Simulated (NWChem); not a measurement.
System: diphosphorus (P$_{2}$); SMILES P#P

Here is an NWChem input.

```
start job
memory heap 200 mb stack 900 mb global 1100 mb
geometry units angstroms noautoz
  P      0.000000     0.000000     0.945544
  P      0.000000     0.000000    -0.945544
end
basis spherical
  * library def2-tzvpd
end
dft
  xc m06-2x
  iterations 150
  mulliken
end
task dft energy
```

All runs use the structure optimised with PBE0/def2-SVP.

**Question.** Predict the main results of this run. (M06-2X/def2-TZVPD.) Quantities: energy (Ha); highest occupied level (eV); orbital gap (eV).

**Answer.** 
```
Property                       Value
---------------------------  -------
energy (Ha)                  -682.67
highest occupied level (eV)    -8.99
orbital gap (eV)                7.29
```
